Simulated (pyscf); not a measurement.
Structures and frequencies: ωB97X-D3(BJ)/def2-SVP in PySCF.

### Question
PBE/def2-TZVP puts the barrier of `[Cl][GeH][Cl]` [doublet] + `[ClH]` → `[Cl][Ge]([Cl])[Cl]` [doublet] + `[H][H]` (four-centre exchange; doublet surface; Ge–H, Cl–H broken, Cl–Ge, H–H formed) at 20.4 kcal/mol and the reaction energy at -15.1 kcal/mol, from the separated reactants. What do B3LYP-D3(BJ)/def2-TZVP, PBE0-D3(BJ)/def2-TZVP, ωB97M-D3(BJ)/def2-TZVP give on the same structures?

### Answer
B3LYP-D3(BJ): ΔE‡ = 25.3 kcal/mol, ΔE = -15.8 kcal/mol; PBE0-D3(BJ): ΔE‡ = 25.4 kcal/mol, ΔE = -14.5 kcal/mol; ωB97M-D3(BJ): ΔE‡ = 31.2 kcal/mol, ΔE = -13.5 kcal/mol. PBE's barrier lies under all of them, by 4.9 to 10.8 kcal/mol. Its reaction energy lies among theirs. Low barriers are usual for a GGA, whose delocalisation error favours stretched bonds. One saddle was located; it need not be the lowest between these sides. Elements up to Kr have no core potential and no relativistic terms here.
